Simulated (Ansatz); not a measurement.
Relaxation of CH₆B (8 atoms, charge 0, multiplicity 2), to a largest force component of 0.03 eV/Å in at most 50 steps.

The calculation used Ansatz, UKS LDA/def2-SVP.

```xyz
8
Properties=species:S:1:pos:R:3
B 0.132 -0.132 0.901
H -0.445 -1.141 0.538
H 1.034 0.448 0.291
H -0.801 0.238 0.084
C 0.078 0.030 2.451
H -0.410 -0.764 3.061
H 1.029 0.370 2.933
H -0.617 0.949 2.502
```

**Question.** Where does it end, and by what steps?

**Answer.** The run converged. After 10 steps the energy has fallen by 0.222 eV; H4 moved furthest, 0.61 Å.

| step | energy less start (eV) | largest force component (eV/Å) | accepted |
| --- | --- | --- | --- |
| 0 | 0.0000 | 0.844 | yes |
| 1 | -0.0563 | 0.488 | yes |
| 2 | -0.1273 | 0.329 | yes |
| 3 | -0.1565 | 0.484 | yes |
| 4 | -0.1919 | 0.422 | yes |
| 5 | -0.1293 | 1.090 | no |
| 6 | -0.2148 | 0.187 | yes |
| 7 | -0.2178 | 0.107 | yes |
| 8 | -0.2208 | 0.056 | yes |
| 9 | -0.2214 | 0.067 | yes |
| 10 | -0.2218 | 0.007 | yes |

```xyz
8
Properties=species:S:1:pos:R:3
B 0.144 0.036 0.904
H -0.089 -1.137 0.375
H 0.885 0.690 0.196
H -0.923 -0.338 0.246
C 0.003 0.143 2.449
H -0.737 -0.546 2.905
H 0.987 -0.034 2.943
H -0.269 1.184 2.743
```

Whether the end is a true minimum wasn't checked by a vibrational analysis.

The run took 12 s on 1 thread of Arm Neoverse V1 (shared host), peak memory 0.11 GiB.
